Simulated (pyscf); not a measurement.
`[NH2][SiH]([Cl])[Cl]` → `[NH]=[Si]([Cl])[Cl]` + `[H][H]`, an elimination (singlet surface; H–N, H–Si broken, H–H formed). PySCF, gas phase, ωB97X-D3(BJ)/def2-SVP geometries. Energies in eV from the reactant's lowest minimum found.

Small-basis levels: PySCF, no dispersion term, spherical d functions. 

Quick BP86/6-31G* single points give ΔE‡ = 3.37 eV and ΔE = +2.50 eV. What does ωB97M-D3(BJ)/def2-TZVP give, and how far is the quick result from it?

ωB97M-D3(BJ)/def2-TZVP gives ΔE‡ = 3.47 eV and ΔE = +2.76 eV. BP86/6-31G* lies 0.10 eV under it in the barrier and 0.26 eV under it in the reaction energy, so on this step it does not hold to within 0.13 eV. ωB97M-D3(BJ)/def2-TZVP has limits of its own. At the saddle there is also a short H–Si contact that neither side keeps. The same reactants have a lower exit, to H₂N–Si:–Cl [singlet] + HCl (barrier +3.00 eV at ωB97M-D3(BJ)/def2-TZVP, against +3.47 eV here). One saddle was located; it need not be the lowest between these sides.
